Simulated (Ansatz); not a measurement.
Cartesian coordinates (Å):
```xyz
6

O     -1.2245     0.0659    -1.2071
C     -0.7501    -0.0394    -0.1128
C      0.7501     0.0394     0.1128
O      1.2245    -0.0659     1.2071
H     -1.3502    -0.1992     0.8049
H      1.3502     0.1992    -0.8049
```
Charge 0, spin multiplicity 1.

Computed with frozen-core CCSD(T)/cc-pVTZ // PBE0-D3(BJ)/def2-TZVP in Ansatz (an electronic-structure program). The restricted HF reference is unstable towards unrestricted orbitals.

HF energy: -226.67726 Ha
MP2 correlation energy: -0.76527 Ha

Q: Estimate the CCSD correlation energy, the (T) correction, the total energy and the T1 diagnostic.

A: 
| Property | Result |
|---|---|
| CCSD correlation energy | -0.77491 Ha |
| (T) correction | -0.03474 Ha |
| CCSD(T) total energy | -227.48690 Ha |
| T1 diagnostic | 0.016 |
